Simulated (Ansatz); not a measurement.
# FH2NSi: shift of H5 from Si2 to N1, part 2 of 2

How high is the barrier for the shift of H5 from Si2 to N1? Relax the two ends, then run a nudged elastic band between them. SMILES of the start: N=[SiH]F.

Ansatz 0.2.0; RKS B3LYP-D4/cc-pVDZ.

**8. Another band, settings changed**

crystal.atoms is end A as relaxed above, and neb.final_atoms is end B, turned to lie on A. With 3 inner images the band has 5 in all. The start path is listed, through a guess of the saddle.

Input file input.yaml:

```yaml
crystal:
  periodic: [false, false, false]
  atoms:
    - { symbol: "N", position_ang: [-0.630357, -1.049064, 0.148015] }
    - { symbol: Si, position_ang: [0.341099, 0.218102, 0.07445] }
    - { symbol: F, position_ang: [0.176066, 1.681726, -0.654731] }
    - { symbol: H, position_ang: [-1.545016, -1.059045, -0.305569] }
    - { symbol: H, position_ang: [1.658198, 0.208292, 0.737835] }
basis:
  gaussian: { orbitals: cc-pVDZ }
hamiltonian:
  xc: b3lyp
  dispersion: d4
neb:
  order_check: false
  images: 3
  f_tol: 0.05
  max_iterations: 60
  climbing: true
  final_atoms:
    - { symbol: "N", position_ang: [0.06923782, -0.5369788, 0.27196325] }
    - { symbol: Si, position_ang: [0.75210905, 1.01432154, -0.07410238] }
    - { symbol: F, position_ang: [-0.52411456, 1.61563279, -0.97523762] }
    - { symbol: H, position_ang: [-0.84714948, -0.85018184, -0.04788065] }
    - { symbol: H, position_ang: [0.54990717, -1.24278269, 0.8252574] }
  initial_path:
    images:
      - { positions_ang: [[-0.630357, -1.049064, 0.148015], [0.341099, 0.218102, 0.07445], [0.176066, 1.681726, -0.654731], [-1.545016, -1.059045, -0.305569], [1.658198, 0.208292, 0.737835]] }
      - { positions_ang: [[-0.45143764, -0.94817632, 0.19296235], [0.40802924, 0.38368654, 0.03520777], [0.11956112, 1.78577061, -0.72906115], [-1.36533146, -1.08024254, -0.20638236], [1.28916874, -0.14102729, 0.70727339]] }
      - { positions_ang: [[-0.27251827, -0.84728864, 0.23790971], [0.47495947, 0.54927107, -0.00403446], [0.06305623, 1.88981522, -0.8033913], [-1.18564692, -1.10144007, -0.10719572], [0.92013949, -0.49034658, 0.67671178]] }
      - { positions_ang: [[-0.10164023, -0.69213372, 0.25493648], [0.61353426, 0.78179631, -0.03906842], [-0.23052916, 1.752724, -0.88931446], [-1.0163982, -0.97581096, -0.07753819], [0.73502333, -0.86656464, 0.75098459]] }
      - { positions_ang: [[0.06923782, -0.5369788, 0.27196325], [0.75210905, 1.01432154, -0.07410238], [-0.52411456, 1.61563279, -0.97523762], [-0.84714948, -0.85018184, -0.04788065], [0.54990717, -1.24278269, 0.8252574]] }
```

Launch:

```
$ ansatz run input.yaml --threads 1 --pin off --max-ram 2048MiB --backend cpu --events-out ev --progress --plain --runs-dir out
```

What it wrote, shortened:

```text
Warning: RAYON_NUM_THREADS=1 ignored (pool sized by the plan → 1); use --threads N
[...]
Functional definition: B3LYP
[...]
596 factors; integrals over basis functions are off by at most 3.1e-4 eV
[...]
mean field -12117.87908083 eV, -445.3238424269 hartree, gradient 2.8e-5 eV, S^2 0.000000; 0 other end points of the search recorded, 0 dependent functions left out
[...]
reference -12117.87927523 eV, -445.3238495712 hartree; 16, 16 occupied and 40, 40 virtual orbitals, 596 factors
597 factors; integrals over basis functions are off by at most 7.7e-4 eV
[...]
mean field -12119.07557212 eV, -445.3678126710 hartree, gradient 5.8e-5 eV, S^2 0.000000; 0 other end points of the search recorded, 0 dependent functions left out
[...]
reference -12119.07576416 eV, -445.3678197283 hartree; 16, 16 occupied and 40, 40 virtual orbitals, 597 factors
[...]
NEB iter   1: max|band force component| = 5.630e0 eV/Å  barrier→ = 3.2897 eV  barrier← = 4.4866 eV  Δτ_max = 0.0974 Å  (119 SCF iters)
[...]
NEB iter   7: max|band force component| = 6.793e-2 eV/Å  barrier→ = 2.0010 eV  barrier← = 3.1978 eV  CI = image 2  Δτ_max = 0.0024 Å  (73 SCF iters)
[...]
NEB iter   8: max|band force component| = 6.126e-3 eV/Å  barrier→ = 2.0009 eV  barrier← = 3.1978 eV  CI = image 2  Δτ_max = 0.0000 Å  (139 SCF iters)
Total energy: -12115.99382277 eV, -445.2545604711 hartree
Atom 0 at    -0.403410    -0.731238     0.126452 Å, force     0.000269     0.005475     0.004896 eV/Å
Atom 1 at     0.494335     0.619042    -0.016879 Å, force    -0.003539    -0.000208     0.004442 eV/Å
Atom 2 at     0.077719     1.993118    -0.846031 Å, force     0.002757    -0.002526    -0.001182 eV/Å
Atom 3 at    -1.245683    -1.282501    -0.060671 Å, force     0.001548    -0.003103    -0.002364 eV/Å
Atom 4 at     1.077029    -0.598411     0.797129 Å, force    -0.001035     0.000362    -0.005792 eV/Å
Dipole moment:    -0.023555    -0.224673     0.084746 e Å
this run last wrote the band of iteration 8 to <dir>
```

It took 28 s on 1 thread of Arm Neoverse V2, shared host; peak memory 0.11 GiB.

**9. The band, image by image**

Images 0 and 4 are the ends. Energies count from image 0; the path length is the program's own measure over all atoms.

| image | path (Å) | energy (eV) | H5–Si2 (Å) | H5–N1 (Å) | band force (eV/Å) |
| --- | --- | --- | --- | --- | --- |
| 0 | 0.000 | 0.0000 | 1.47 | 2.68 | - |
| 1 | 0.666 | 0.7456 | 1.47 | 2.18 | 0.006 |
| 2* | 1.331 | 2.0009 | 1.58 | 1.63 | 0.006 |
| 3 | 2.105 | -0.5795 | 1.97 | 1.05 | 0.001 |
| 4 | 2.878 | -1.1969 | 2.44 | 1.02 | - |

The star marks the climbing image.

image, energy (eV) and a bar:
```
        0      0.000 ###########
        1      0.746 ##################
        2      2.001 ##############################
        3     -0.579 ######
        4     -1.197
```

**10. A trajectory let go at the top**

It starts at the highest inner image of the first converged band: 200 steps of 0.5 fs at constant energy, with velocities drawn for 300 K.

Input file input.yaml:

```yaml
crystal:
  periodic: [false, false, false]
  atoms:
    - { symbol: "N", position_ang: [-0.402533, -0.731653, 0.125572] }
    - { symbol: Si, position_ang: [0.495843, 0.6181, -0.018475] }
    - { symbol: F, position_ang: [0.076691, 1.992827, -0.844945] }
    - { symbol: H, position_ang: [-1.246817, -1.280326, -0.061114] }
    - { symbol: H, position_ang: [1.076806, -0.598936, 0.798962] }
basis:
  gaussian: { orbitals: cc-pVDZ }
hamiltonian:
  xc: b3lyp
  dispersion: d4
md:
  timestep: 0.5
  n_steps: 200
  ensemble: nve
  temperature: 300.0
  initial_velocities: maxwell_boltzmann
  seed: 3715
```

Launch:

```
$ ansatz run input.yaml --threads 1 --pin off --max-ram 2048MiB --backend cpu --events-out ev --progress --plain --runs-dir out
```

What it wrote, shortened:

```text
Warning: RAYON_NUM_THREADS=1 ignored (pool sized by the plan → 1); use --threads N
[...]
[... 1 set-up line as earlier in the session ...]
[...]
600 factors; integrals over basis functions are off by at most 3.1e-4 eV
[...]
mean field -12115.87897091 eV, -445.2503397433 hartree, gradient 1.8e-5 eV, S^2 0.000000; 0 other end points of the search recorded, 0 dependent functions left out
[...]
reference -12115.87916482 eV, -445.2503468693 hartree; 16, 16 occupied and 40, 40 virtual orbitals, 600 factors
md step     0: t =     0.00 fs  T =   300.0 K  F+E_penalty+E_count = -12115.99357665 eV  E_kin = 0.116334 eV  conserved = -12115.87724265 eV  (25 SCF iters)
[...]
md step    25: t =    12.50 fs  T =  1412.8 K  F+E_penalty+E_count = -12116.42346855 eV  E_kin = 0.547846 eV  conserved = -12115.87562265 eV  (25 SCF iters, 3 dispersion substeps)
[...]
md step    50: t =    25.00 fs  T =  3550.2 K  F+E_penalty+E_count = -12117.25461119 eV  E_kin = 1.376684 eV  conserved = -12115.87792766 eV  (28 SCF iters, 3 dispersion substeps)
[...]
md step    75: t =    37.50 fs  T =  2824.8 K  F+E_penalty+E_count = -12116.97337485 eV  E_kin = 1.095400 eV  conserved = -12115.87797517 eV  (24 SCF iters, 3 dispersion substeps)
[...]
md step    98: t =    49.00 fs  T =  3017.9 K  F+E_penalty+E_count = -12117.04734976 eV  E_kin = 1.170285 eV  conserved = -12115.87706515 eV  (24 SCF iters, 3 dispersion substeps)
md step    99: t =    49.50 fs  T =  2712.0 K  F+E_penalty+E_count = -12116.92815212 eV  E_kin = 1.051667 eV  conserved = -12115.87648479 eV  (24 SCF iters, 3 dispersion substeps)
```

**11. More of the same log: dynamics from the highest image of the converged band**

The log, continued, shortened:

```text
md step   100: t =    50.00 fs  T =  2424.8 K  F+E_penalty+E_count = -12116.81638568 eV  E_kin = 0.940299 eV  conserved = -12115.87608657 eV  (25 SCF iters, 3 dispersion substeps)
[...]
md step   125: t =    62.50 fs  T =  1300.5 K  F+E_penalty+E_count = -12116.38116809 eV  E_kin = 0.504298 eV  conserved = -12115.87687029 eV  (26 SCF iters, 3 dispersion substeps)
[...]
md step   150: t =    75.00 fs  T =  2717.3 K  F+E_penalty+E_count = -12116.93122001 eV  E_kin = 1.053721 eV  conserved = -12115.87749880 eV  (27 SCF iters, 3 dispersion substeps)
[...]
md step   175: t =    87.50 fs  T =  3594.5 K  F+E_penalty+E_count = -12117.27290898 eV  E_kin = 1.393885 eV  conserved = -12115.87902378 eV  (28 SCF iters, 3 dispersion substeps)
[...]
md step   199: t =    99.50 fs  T =  2109.8 K  F+E_penalty+E_count = -12116.69608243 eV  E_kin = 0.818145 eV  conserved = -12115.87793742 eV  (24 SCF iters, 3 dispersion substeps)
[...]
md step   200: t =   100.00 fs  T =  1777.3 K  F+E_penalty+E_count = -12116.56609743 eV  E_kin = 0.689189 eV  conserved = -12115.87690878 eV  (26 SCF iters, 3 dispersion substeps)
Total energy: -12116.56628853 eV, -445.2755981997 hartree
Atom 0 at    -0.398306    -0.868757     0.174910 Å, force    -0.716704     3.572461    -2.393479 eV/Å
Atom 1 at     0.452630     0.604648    -0.039915 Å, force    -2.821152    -2.596870    -0.192588 eV/Å
Atom 2 at     0.119857     2.049799    -0.830121 Å, force     0.679230    -1.054458     0.758323 eV/Å
Atom 3 at    -1.254988    -0.705800    -0.439161 Å, force     0.182870    -1.078224     0.762639 eV/Å
Atom 4 at     1.416662     0.032730     0.809397 Å, force     2.675757     1.157091     1.065104 eV/Å
Dipole moment:     0.156981     0.309100    -0.082865 e Å
```

It took 3.4 min on 1 thread of Arm Neoverse V2, shared host; peak memory 0.098 GiB.

**12. Frames and traces**

The trajectory, every 8 steps (energies from step 0):

```
time (fs)  T (K)  potential energy change (meV/atom)  total energy change (meV/atom)  H5–Si2 (Å)  H5–N1 (Å)
      0.0    300                                 0.0                            0.00        1.58       1.63
      4.0    125                                13.7                            0.12        1.66       1.75
      8.0    404                                -8.0                            0.12        1.58       1.79
     12.0   1184                               -68.2                            0.35        1.44       1.91
     16.0   3543                              -251.7                           -0.22        1.53       2.33
     20.0   4146                              -298.4                           -0.10        1.72       2.84
     24.0   3717                              -265.1                           -0.11        1.72       3.09
     28.0   2492                              -170.3                           -0.34        1.52       3.06
     32.0    427                                -9.4                            0.47        1.39       3.01
     36.0   2380                              -161.5                           -0.22        1.59       3.17
     40.0   3267                              -230.1                            0.01        1.75       3.19
     44.0   4161                              -299.6                           -0.16        1.67       2.88
     48.0   3604                              -256.4                           -0.20        1.47       2.37
     52.0   1600                              -100.7                            0.11        1.47       2.06
     56.0    502                               -15.5                            0.18        1.61       2.04
     60.0    610                               -23.8                            0.19        1.58       2.08
     64.0   1779                              -114.4                            0.26        1.42       2.21
     68.0   3760                              -268.7                           -0.31        1.52       2.63
     72.0   3303                              -232.9                           -0.02        1.73       3.07
     76.0   2590                              -177.7                           -0.06        1.71       3.18
     80.0   1633                              -103.7                           -0.29        1.46       2.98
     84.0   1527                               -95.1                            0.07        1.37       2.90
     88.0   3642                              -259.5                           -0.31        1.66       3.10
     92.0   3321                              -234.3                            0.00        1.81       3.06
     96.0   3308                              -233.5                           -0.16        1.67       2.66
    100.0   1777                              -114.5                            0.07        1.41       2.12
```

time (fs), T (K) and a bar:
```
      0.0        300 #
      4.5        128 
      8.5        484 ###
     13.0       1690 ############
     17.5       4067 ##############################
     21.5       4005 #############################
     26.0       3334 ########################
     30.5        717 ####
     35.0       1929 ##############
     39.0       3099 #######################
     43.5       4072 ##############################
     48.0       3604 ##########################
     52.0       1600 ###########
     56.5        443 ##
     61.0        878 ######
     65.0       2263 ################
     69.5       3876 #############################
     74.0       2850 #####################
     78.5       2207 ################
     82.5        683 ####
     87.0       3493 ##########################
     91.5       3342 ########################
     95.5       3328 ########################
    100.0       1777 #############
```

The last frame stands with the bonds of end A.

**13. A trajectory let go at the top**

It starts at the highest inner image of the first converged band: 200 steps of 0.5 fs at constant energy, with velocities drawn for 100 K.

Edit input.yaml of step 10 so:

```diff
@@ -17,4 +17,4 @@
   ensemble: nve
-  temperature: 300.0
+  temperature: 100.0
   initial_velocities: maxwell_boltzmann
-  seed: 3715
+  seed: 3716
```

Launch:

```
$ ansatz run input.yaml --threads 1 --pin off --max-ram 2048MiB --backend cpu --events-out ev --progress --plain --runs-dir out
```

What it wrote, shortened:

```text
Warning: RAYON_NUM_THREADS=1 ignored (pool sized by the plan → 1); use --threads N
[...]
[... 1 set-up line as earlier in the session ...]
[...]
600 factors; integrals over basis functions are off by at most 3.1e-4 eV
[...]
mean field -12115.87897091 eV, -445.2503397433 hartree, gradient 1.8e-5 eV, S^2 0.000000; 0 other end points of the search recorded, 0 dependent functions left out
[...]
reference -12115.87916482 eV, -445.2503468693 hartree; 16, 16 occupied and 40, 40 virtual orbitals, 600 factors
md step     0: t =     0.00 fs  T =   100.0 K  F+E_penalty+E_count = -12115.99357665 eV  E_kin = 0.038778 eV  conserved = -12115.95479865 eV  (25 SCF iters)
[...]
md step    25: t =    12.50 fs  T =  2285.7 K  F+E_penalty+E_count = -12116.84112481 eV  E_kin = 0.886331 eV  conserved = -12115.95479420 eV  (26 SCF iters, 3 dispersion substeps)
[...]
md step    50: t =    25.00 fs  T =  2305.8 K  F+E_penalty+E_count = -12116.84962181 eV  E_kin = 0.894140 eV  conserved = -12115.95548140 eV  (28 SCF iters, 3 dispersion substeps)
[...]
md step    75: t =    37.50 fs  T =  3483.2 K  F+E_penalty+E_count = -12117.30698332 eV  E_kin = 1.350733 eV  conserved = -12115.95625064 eV  (25 SCF iters, 3 dispersion substeps)
[...]
md step    98: t =    49.00 fs  T =  1869.0 K  F+E_penalty+E_count = -12116.67927479 eV  E_kin = 0.724748 eV  conserved = -12115.95452698 eV  (25 SCF iters, 3 dispersion substeps)
md step    99: t =    49.50 fs  T =  1586.8 K  F+E_penalty+E_count = -12116.56935645 eV  E_kin = 0.615329 eV  conserved = -12115.95402746 eV  (25 SCF iters, 3 dispersion substeps)
```

**14. More of the same log: dynamics from the highest image of the converged band**

The log, continued, shortened:

```text
md step   100: t =    50.00 fs  T =  1357.9 K  F+E_penalty+E_count = -12116.48042231 eV  E_kin = 0.526578 eV  conserved = -12115.95384476 eV  (25 SCF iters, 3 dispersion substeps)
[...]
md step   125: t =    62.50 fs  T =  2664.0 K  F+E_penalty+E_count = -12116.98853094 eV  E_kin = 1.033039 eV  conserved = -12115.95549173 eV  (26 SCF iters, 3 dispersion substeps)
[...]
md step   150: t =    75.00 fs  T =  1444.1 K  F+E_penalty+E_count = -12116.51479139 eV  E_kin = 0.559984 eV  conserved = -12115.95480695 eV  (28 SCF iters, 3 dispersion substeps)
[...]
md step   175: t =    87.50 fs  T =  3372.7 K  F+E_penalty+E_count = -12117.26333525 eV  E_kin = 1.307878 eV  conserved = -12115.95545700 eV  (24 SCF iters, 3 dispersion substeps)
[...]
md step   199: t =    99.50 fs  T =   834.2 K  F+E_penalty+E_count = -12116.27526629 eV  E_kin = 0.323488 eV  conserved = -12115.95177807 eV  (25 SCF iters, 3 dispersion substeps)
[...]
md step   200: t =   100.00 fs  T =  1204.4 K  F+E_penalty+E_count = -12116.42144133 eV  E_kin = 0.467053 eV  conserved = -12115.95438878 eV  (25 SCF iters, 3 dispersion substeps)
Total energy: -12116.42163485 eV, -445.2702822753 hartree
Atom 0 at    -0.397413    -0.849618     0.213168 Å, force    -0.975783     2.443526    -1.860818 eV/Å
Atom 1 at     0.437301     0.594267    -0.038604 Å, force    -4.982473    -0.406820    -2.095759 eV/Å
Atom 2 at     0.147444     2.064939    -0.860949 Å, force     0.725692    -1.611377     1.048365 eV/Å
Atom 3 at    -1.318285    -0.936872    -0.286142 Å, force     0.422392    -0.352980     0.563535 eV/Å
Atom 4 at     1.374704     0.001743     0.669261 Å, force     4.810171    -0.072349     2.344678 eV/Å
Dipole moment:     0.117116     0.201584    -0.064930 e Å
```

Run time: 3.4 min. Hardware: 1 thread of Arm Neoverse V2, shared host; peak memory 0.097 GiB.

**15. Frames and traces**

The trajectory, every 15 steps (energies from step 0):

| time (fs) | T (K) | potential energy change (meV/atom) | total energy change (meV/atom) | H5–Si2 (Å) | H5–N1 (Å) |
| --- | --- | --- | --- | --- | --- |
| 0.0 | 100 | 0.0 | 0.00 | 1.58 | 1.63 |
| 7.5 | 470 | -28.7 | 0.06 | 1.54 | 1.82 |
| 15.0 | 3710 | -280.2 | -0.22 | 1.57 | 2.43 |
| 22.5 | 3538 | -266.9 | -0.21 | 1.64 | 3.08 |
| 30.0 | 443 | -26.4 | 0.19 | 1.45 | 3.08 |
| 37.5 | 3483 | -262.7 | -0.29 | 1.67 | 3.15 |
| 45.0 | 3587 | -270.7 | -0.34 | 1.61 | 2.60 |
| 52.5 | 908 | -62.8 | -0.12 | 1.47 | 2.02 |
| 60.0 | 1467 | -106.0 | 0.01 | 1.59 | 2.29 |
| 67.5 | 4200 | -318.5 | -0.50 | 1.52 | 2.85 |
| 75.0 | 1444 | -104.2 | 0.00 | 1.70 | 3.19 |
| 82.5 | 3206 | -241.4 | -0.47 | 1.37 | 2.81 |
| 90.0 | 2324 | -172.5 | 0.02 | 1.88 | 2.90 |
| 97.5 | 1476 | -107.2 | -0.43 | 1.35 | 2.08 |
| 100.0 | 1204 | -85.6 | 0.08 | 1.32 | 2.02 |

time (fs), T (K) and a bar:
```
      0.0        100 
      4.5        162 
      8.5        674 ####
     13.0       2570 ################
     17.5       4616 ##############################
     21.5       3979 ##########################
     26.0       1813 ###########
     30.5        469 ##
     35.0       2943 ###################
     39.0       3443 ######################
     43.5       3548 #######################
     48.0       2510 ################
     52.0        952 ######
     56.5        564 ###
     61.0       1946 ############
     65.0       3697 ########################
     69.5       3519 #######################
     74.0       1581 ##########
     78.5       1492 #########
     82.5       3206 #####################
     87.0       3648 ########################
     91.5       2131 #############
     95.5       2566 ################
    100.0       1204 #######
```

The last frame stands with the bonds of end A.

**16. Results**

What follows sums up all 2 parts.

| quantity | value |
| --- | --- |
| end A | 6 moves, 0.060 eV lower |
| end B | 7 moves, 1.886 eV lower |
| first band: barrier forwards | 2.00 eV |
| first band: barrier backwards | 3.20 eV |
| first band: second end relative to first | -1.197 eV |
| first band: highest image | 3 of 0 to 6, climbing |
| first band: band iterations | 7 |
| imaginary modes at the top | 1357i, 247i cm⁻¹ |
| second band | top 2.001 eV above image 0, 8 iterations, 3 inner images |
| time, first and second band | 41 s and 28 s |
| trajectory at 300 K, after 100 fs | with the bonds of end A, at 1777 K |
| trajectory at 100 K, after 100 fs | with the bonds of end A, at 1204 K |

In words: In the first band: the barrier from the first end is 2.00 eV, 77 times kT at 300 K. Going back costs 3.20 eV, since the second end is 1.20 eV below the first. By distance, end A alone has Si2–H5 and end B alone has N1–H5. 2 imaginary modes mean a saddle of higher order, so a lower path exists. The second band's top agrees with the first's to 1 meV, so the changed settings hardly move the height. Zero-point energy and entropy are left out. Tunnelling, which matters where hydrogen moves, is missing too.
